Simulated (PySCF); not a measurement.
## Worked example: AsH$_{2}$⁺, quintet against AsH$_{2}$⁺, triplet

Geometry (PBE0/def2-TZVP stationary point of a triplet), kept for both states (AsH2⁺, triplet: B1; AsH2⁺, quintet: A2):

```xyz
3

As    0.0000   -0.0191    0.0000
H     0.0000    0.7098   -1.3240
H     0.0000    0.7098    1.3240
```

Basis cc-pVDZ; PySCF 2.14.0. Only valence electrons are correlated (noble-gas cores and the filled d shells of p-block atoms frozen). R marks a restricted (for open shells ROHF) determinant. No spin–orbit coupling is included, and no scalar relativity.

Full CI is exact within this basis and frozen core; it isn't the basis-set limit.

| level | E(AsH2⁺, triplet) (hartree) | E(AsH2⁺, quintet) (hartree) |
| --- | --- | --- |
| RCCSD(T) | -2235.067945 | -2234.765558 |
| PBE | -2236.283156 | -2235.985198 |
| B3LYP | -2236.666819 | -2236.361066 |
| full CI | -2235.068571 | -2234.766140 |

Task: Give the vertical gap, AsH2⁺ quintet less AsH2⁺ triplet, at each level in eV (1 hartree = 27.2114 eV), and each error against full CI.

Result: full CI: (-2234.766140 − (-2235.068571)) × 27.2114 = 8.230 eV (the reference)
B3LYP: (-2236.361066 − (-2236.666819)) × 27.2114 = 8.320 eV, error 0.090 eV
PBE: (-2235.985198 − (-2236.283156)) × 27.2114 = 8.108 eV, error -0.122 eV
RCCSD(T): (-2234.765558 − (-2235.067945)) × 27.2114 = 8.228 eV, error -0.002 eV

Total energies of functionals can't be set beside those of wave-function methods, since they hold the core's correlation and their own absolute errors; only the differences compare.

In so small a basis the reference is far from its limit while semilocal and hybrid functionals are nearer theirs, so the functionals' errors here hold much of the reference's basis and frozen-core error, which can add to them or hide them.

Each level lands on the state that its own search finds. T1 diagnostics of restricted CCSD: 0.018 and 0.019.
